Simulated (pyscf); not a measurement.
Single points on ωB97X-D3(BJ)/def2-SVP structures (PySCF, gas phase).

Problem. AuH + hydrogen fluoride (HF) → F–Au + hydrogen (H₂)
Surface: singlet. Broken: Au–H, F–H. Formed: Au–F, H–H. Give ΔE‡ and ΔE from r²SCAN/def2-TZVP, relative to the separated reactants.

Solution. ΔE‡ = 51.6 kcal/mol, ΔE = +33.8 kcal/mol. ωB97M-D3(BJ)/def2-TZVP gives 47.2 kcal/mol and +30.7 kcal/mol. Zero-point energy shifts the barrier by -1.0 kcal/mol. It is a four-centre exchange, with an imaginary mode of 1227i cm⁻¹. On the reactant side the descent ends in a bound adduct, 9.9 kcal/mol under the separated species and 55.9 kcal/mol under the saddle at ωB97X-D3(BJ)/def2-TZVP. The products may also form a dative adduct at F–Au; it and routes through it were not searched. At the saddle there is also a short Au–H contact that neither side keeps. This is the saddle that the search found; another between the same sides may lie lower. Elements past Kr carry the def2 core potentials, without spin-orbit coupling.
